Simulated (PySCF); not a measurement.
formaldehyde: calculation and literature

Cartesian coordinates in Å; atom numbers follow the order of the lines, from 1:
```xyz
4

C     0.003    0.001   -0.006
O     1.177   -0.209   -0.015
H    -0.748   -0.806    0.004
H    -0.421    1.019   -0.006
```

Published values to compare with: δ ¹³C C1 195.2; δ ¹H H3/H4 9.50; δ ¹⁷O O2 590.0 ppm (measured; gas or nonpolar solvent (not told per row); T. W. Keal, PhD thesis, Durham 2005).
σ ¹³C C1 4.4 ppm (CCSD(T)/pz3d2f; gas (isolated, no vibration); A. A. Auer, PhD thesis, Mainz 2002 (Auer, Gauss, Stanton, JCP 2003, 118, 10407)). Coupling constants: ²J(H3,H4) 37.3 Hz, ²J(H3,H4) 40.2 Hz, ²J(O2,H3) -3.0 Hz, ¹J(C1,H3) 167.9 Hz, ¹J(C1,O2) 27.0 Hz, ¹J(C1,H3) 172.0 Hz.

PySCF calculation with GIAO PBE0/pcSseg-1 shieldings, structure optimised with GFN2-xTB and J couplings at B3LYP/pcJ-1; a single conformation, non-relativistic, averaged over atoms made equivalent by symmetry, fast rotation or ring inversion, no solvent model.

**Question.** Set the calculated values beside the experiment.

**Answer.** 
Reference values: measured (gas or nonpolar solvent (not told per row); T. W. Keal, PhD thesis, Durham 2005).
```
atoms      quantity  reference  computed  computed, scaled
   C1  δ ¹³C vs CH4      195.2     204.3                 –
H3/H4   δ ¹H vs CH4       9.50      9.82                 –
   O2  δ ¹⁷O vs H2O      590.0         –             686.7
```

Reference values: CCSD(T)/pz3d2f (gas (isolated, no vibration); A. A. Auer, PhD thesis, Mainz 2002 (Auer, Gauss, Stanton, JCP 2003, 118, 10407)).
| atoms | quantity | reference | computed |
| --- | --- | --- | --- |
| C1 | σ ¹³C | 4.4 | -11.8 |

Absolute shieldings are compared as such; zero-point and thermal motion, absent here, lowers them by some tenths of a ppm for H, a few ppm for C and up to about 10 ppm for F.

Computed shifts are σ(ref) − σ with the named reference compound (TMS for H and C) calculated as an isolated molecule at the same level. The measured values may be among those fitted. Shieldings were converted by linear fits to measured shifts (mostly CDCl3, TMS scale, for H and C): ¹H (scatter 0.17 ppm rms, 0.18 ppm with the 4 outliers that the fit left out); ¹³C (scatter 2.1 ppm rms, 2.3 ppm with the 13 outliers that the fit left out); ¹⁷O (scatter 10.7 ppm rms, 12.2 ppm with the 3 outliers that the fit left out vs liquid water, solution or neat liquid). Occasional misses reach two or three times the rms, and more in compound classes unlike the fitted ones.

Coupling constants in Hz:
| coupling | reference | computed | source |
| --- | --- | --- | --- |
| ²J(H3,H4) | 37.3 | 40.6 | CC3; gas (equilibrium); Jessen and Sauer, arXiv:2312.00705; CC3 and CCSD from Faber, Sauer, Gauss 2017 |
| ²J(H3,H4) | 40.2 | 40.6 | measured; Jessen and Sauer, arXiv:2312.00705; CC3 and CCSD from Faber, Sauer, Gauss 2017 |
| ²J(O2,H3) | -3.0 | -2.7 | CC3; gas (equilibrium); Jessen and Sauer, arXiv:2312.00705; CC3 and CCSD from Faber, Sauer, Gauss 2017 |
| ¹J(C1,H3) | 167.9 | 179.1 | CC3; gas (equilibrium); Jessen and Sauer, arXiv:2312.00705; CC3 and CCSD from Faber, Sauer, Gauss 2017 |
| ¹J(C1,O2) | 27.0 | 31.4 | CC3; gas (equilibrium); Jessen and Sauer, arXiv:2312.00705; CC3 and CCSD from Faber, Sauer, Gauss 2017 |
| ¹J(C1,H3) | 172.0 | 179.1 | measured; liquid or solution (compiled); San Fabian, Garcia de la Vega, Suardiaz et al., Magn. Reson. Chem. 2013, 51, 775 (SI) |

10 of the 44 published NMR values on file for this molecule are compared. The rest: values from further sources, other calculations.
